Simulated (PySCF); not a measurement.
# C2H5N (Aziridine): the cost of one run

Computed with PySCF 2.14.0, with density-fitted response routines of our own, on a single molecule in the gas phase. Atoms are numbered from 0 throughout.

## (1) The starting structure

8 atoms, charge 0, multiplicity 1; geometry from: MMFF94s.

Bonds of the start (Å): C0–C1 1.50, C1–N2 1.46, N2–C0 1.46, C0–H3 1.08, C0–H4 1.08, C1–H5 1.08, C1–H6 1.08, N2–H7 1.02.

## (2) Geometry optimisation at PBE0-D3(BJ)/def2-SVP

Job settings and geometry (Å):

```
{"job": {"xc": "PBE0", "basis": "def2-SVP", "d3": "d3bj", "grid": 1, "kind": "geom"}, "charge": 0, "multiplicity": 1}
C      0.793811    -0.067725     0.025245
C     -0.659974    -0.446958    -0.004757
N     -0.201808     0.818484    -0.566972
H      1.231876     0.247903     0.963271
H      1.464783    -0.558170    -0.668858
H     -0.978660    -1.195563    -0.719284
H     -1.232243    -0.394885     0.912419
H     -0.417785     1.596914     0.058936
```

The run is started by

```
$ OMP_NUM_THREADS=1 python probes_run.py task.json out
```

This one command runs all jobs of the session in turn.

Q: Estimate the wall time and peak memory of this first job on 1 thread of Arm Neoverse V2, shared host.

About 7.5 s, with a peak of 0.29 GiB.
